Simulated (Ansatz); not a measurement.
**A relaxation, step by step**

LiNH (SMILES [Li][NH-]) (charge -1), singlet, wB97X-V/def2-SVP (Ansatz 0.2.0). Settings:

```yaml
hamiltonian: {xc: {name: wB97X-V}}
relax: {f_tol: 0.002, max_steps: 80, max_displacement: 0.2}
```

Start (the SMILES describes the start alone):

Li1  (-1.103, 0.611, -0.301)
N2  (0.321, 0.014, 0.166)
H3  (0.994, -0.683, 0.453)
(Å)

```tsv
step	energy less the last (meV)	largest force component (eV/Å)
1	94.6	1.017
2	57.4	0.633
3	42.2	1.356
4	0.6	0.178
5	0.2	0.079
6	0.0	0.004
7	0.0	0.003
8	0.0	0.000
```

Step 3, positions (Å) and forces (eV/Å):

| atom | x | y | z | Fx | Fy | Fz |
| --- | --- | --- | --- | --- | --- | --- |
| Li1 | -1.092 | 0.683 | -0.309 | 0.185 | -0.139 | 0.071 |
| N2 | 0.203 | -0.115 | 0.156 | 1.171 | -0.597 | 0.401 |
| H3 | 1.100 | -0.626 | 0.472 | -1.356 | 0.737 | -0.472 |

Step 4, positions (Å) and forces (eV/Å):

| atom | x | y | z | Fx | Fy | Fz |
| --- | --- | --- | --- | --- | --- | --- |
| Li1 | -1.079 | 0.669 | -0.304 | 0.115 | -0.070 | 0.041 |
| N2 | 0.223 | -0.110 | 0.160 | -0.178 | 0.109 | -0.064 |
| H3 | 1.068 | -0.617 | 0.462 | 0.063 | -0.039 | 0.023 |

Step 7, positions (Å) and forces (eV/Å):

```
atom       x       y       z      Fx      Fy     Fz
 Li1  -1.076   0.667  -0.303   0.001   0.001  0.000
  N2   0.220  -0.108   0.160  -0.002  -0.003  0.000
  H3   1.067  -0.617   0.462   0.001   0.002  0.000
```

Last step (8):

```xyz
3
angstrom
Li -1.0756 0.6669 -0.3027
N 0.2200 -0.1089 0.1595
H 1.0672 -0.6164 0.4618
```

The run took about 92 s on 2 CPU threads of an Arm Neoverse V1 (shared host).
